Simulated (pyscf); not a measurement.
HO–SiH•–OH + H₂ -> HO–SiH₂–OH + H•, a hydrogen abstraction (doublet surface; H–H broken, H–Si formed). PySCF, gas phase, ωB97X-D3(BJ)/def2-SVP geometries. Energies in kcal/mol from the separated reactants.

Small-basis levels: PySCF, no dispersion term, spherical d functions. AM1 to PM7: differences of heats of formation from MOPAC, which are fitted to 298 K values and so differ in kind from electronic energies by zero-point and thermal terms. Open shells are spin-unrestricted. 

```tsv
level	barrier	reaction energy
HF/STO-3G	28.5	+9.4
HF/3-21G	17.5	+1.9
HF/6-31G*	(withheld)	-1.2
SVWN5/6-31G*	7.5	+10.7
BP86/6-31G*	(withheld)	+14.6
PBE/6-31G*	13.9	+11.1
B3LYP/STO-3G	24.7	+26.6
B3LYP/6-311+G**	16.0	+13.3
PBE/def2-SVP	11.2	+10.0
AM1	31.4	+38.1
PM6	17.1	+31.9
PM7	38.2	+54.5
ωB97M-D3(BJ)/def2-TZVP	(withheld)	+7.6
```

Problem. Fill in the missing entries.

Solution. 
- HF/6-31G*, barrier: 17.0
- BP86/6-31G*, barrier: 15.0
- ωB97M-D3(BJ)/def2-TZVP, barrier: 14.8

Against the last row the barrier runs from -7.3 (SVWN5/6-31G*) to +23.4 kcal/mol (PM7). At SVWN5/6-31G*, B3LYP/STO-3G, AM1, PM6, PM7 this geometry lies under one side, so the entry may be no barrier of that level: it is a single point on another level's saddle. ωB97M-D3(BJ)/def2-TZVP has limits of its own. This is the saddle that the search found; another between the same sides may lie lower. The angle at the transferred H is 177°.
